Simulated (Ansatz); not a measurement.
Reaction: C2H6S (ethanethiol, SMILES CCS) + H+ → C2H7S+ (SMILES CC[SH2+])
Each species at its own B3LYP-D3(BJ)/def2-TZVP minimum (Ansatz, a first-principles code), one conformer.

Total energies in hartree (Ansatz). Radicals and triplets start from unrestricted determinants; spin-orbit coupling is neglected. Correlated methods leave the cores frozen. No relativity.

| species | HF/cc-pV(T+d)Z | CCSD(T)/cc-pV(T+d)Z | HF/cc-pV(Q+d)Z | CCSD(T)/cc-pV(Q+d)Z | CCSD(T)/cc-pV(D+d)Z | CCSDT(Q)/cc-pV(D+d)Z |
|---|---|---|---|---|---|---|
| 1: C2H6S (ethanethiol, SMILES CCS) | -476.80680 | -477.41208 | -476.81570 | -477.45475 | -477.26037 | -477.26211 |
| 2: C2H7S+ (SMILES CC[SH2+]) | -477.12272 | -477.72446 | -477.13182 | -477.76564 | -477.57680 | -477.57862 |

Problem. Work out the proton affinity (electronic), positive where energy is released in kcal/mol: take Hartree-Fock from cc-pV(Q+d)Z, extrapolate the CCSD(T) correlation energy as X^-3 (X = 3, 4), and add CCSDT(Q) - CCSD(T) in cc-pV(D+d)Z. 1 hartree = 627.51 kcal/mol.

Solution. 
Species 1: correlation (64·(-0.63905) - 27·(-0.60528))/37 = -0.66369; step -0.00174; E1 = -476.81570 + (-0.66369) + (-0.00174) = -477.48113
H+ has no electrons: E = 0
Species 2: correlation (64·(-0.63382) - 27·(-0.60174))/37 = -0.65723; step -0.00182; E2 = -477.13182 + (-0.65723) + (-0.00182) = -477.79087
+1·E1 -1·E2 = 0.30974 hartree = 194.4 kcal/mol.
